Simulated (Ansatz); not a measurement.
# CHN (singlet): wave-function methods side by side at distance N1–C2 = 1.055 Å, 6-31G

Aim: climb from Hartree-Fock through coupled cluster and multireference methods for CHN (singlet) at one geometry and basis, and see what each rung misses.

The runs use Ansatz 0.2.0, Gaussian basis; 6-31G, core rule «outside noble gas», up to 2 orbitals frozen.

Plan: UHF; CCSD(T) on RHF; BCCD(T) on RHF; CISD; CCSDT(Q) on RHF; CISDTQ; CCSDTQ on RHF; CASSCF and MRCISD+Q, 2 electrons in 2 orbitals; CASSCF and NEVPT2, 2 electrons in 2 orbitals; CASSCF and MRCISD+Q, 10 electrons in 9 orbitals; CASSCF and NEVPT4(SD), 10 electrons in 9 orbitals; CASSCF and NEVPT2, 10 electrons in 9 orbitals; Full CI.

20 further runs of the same task are left out: 16 that didn't finish, 4 set aside as unsound or not needed.

## (1) What is computed

The geometry derives from a PBE0/def2-TZVP stationary point (not a proven minimum). One bond is set to the value named and the two fragments are kept rigid.

3 atoms, charge 0, spin multiplicity 1.

Atoms are counted from 1 here; the program's logs count them from 0.

Bond lengths: N1–C2 1.055 Å, N1–H3 0.997 Å. Angles: C2–N1–H3 180.0°.

## (2) UHF

Input file in.yaml:

```yaml
crystal:
  periodic: [false, false, false]
  atoms:
    - {symbol: N, position_ang: [0.000000, 0.000000, 0.019337]}
    - {symbol: C, position_ang: [0.000000, 0.000000, -1.035663]}
    - {symbol: H, position_ang: [0.000000, 0.000000, 1.016326]}
basis:
  gaussian: {orbitals: 6-31G}
magnetization: {spin_polarized: true, initial_magnetization: 0}
hamiltonian: {xc: hf}
output: {orbitals: {seedname: orbitals}}
```

Started as:

```sh
$ ansatz run in.yaml --threads 1 --pin off --events-out ev --progress --plain --max-ram 2393MiB
```

The runs that follow: CCSD(T) on RHF; BCCD(T) on RHF; CISD; CCSDT(Q) on RHF; CISDTQ; CCSDTQ on RHF; CASSCF and MRCISD+Q, 2 electrons in 2 orbitals; CASSCF and NEVPT2, 2 electrons in 2 orbitals; CASSCF and MRCISD+Q, 10 electrons in 9 orbitals; CASSCF and NEVPT4(SD), 10 electrons in 9 orbitals; CASSCF and NEVPT2, 10 electrons in 9 orbitals; Full CI.

Q: Predict the results of all the runs planned. Wanted: FCI below the RHF energy; RMP2 from FCI; RCCSD from FCI; RCCSD(T) from FCI; RCCSDT(Q) from FCI; NEVPT2 pair from FCI; MRCISD+Q pair from FCI; NEVPT2 valence from FCI; T1 diagnostic.

As calculated:

| quantity | value |
| --- | --- |
| FCI below the RHF energy | -5.1933 eV |
| RMP2 from FCI | +451.5 meV |
| RCCSD from FCI | +182.7 meV |
| RCCSD(T) from FCI | +22.9 meV |
| RCCSDT(Q) from FCI | +0.1 meV |
| NEVPT2 pair from FCI | +424.3 meV |
| MRCISD+Q pair from FCI | +95.2 meV |
| NEVPT2 valence from FCI | +429.1 meV |
| levels within 1 kcal/mol (43 meV) | RCCSD(T), BCCD(T), RCCSDT, CISDTQ, RCCSDT(Q), RCCSDTQ, MRCISD+Q valence |
| T1 diagnostic | 0.015 |
| effectively unpaired electrons | 0.05 |

RCCSD(T) misses by +22.9 meV, 0.4 % of the correlation energy. One determinant dominates. Of the multireference levels listed MRCISD+Q valence comes nearest in total energy (+29.9 meV), which doesn't show that its space is the better one. These misses are within one basis, not against nature.
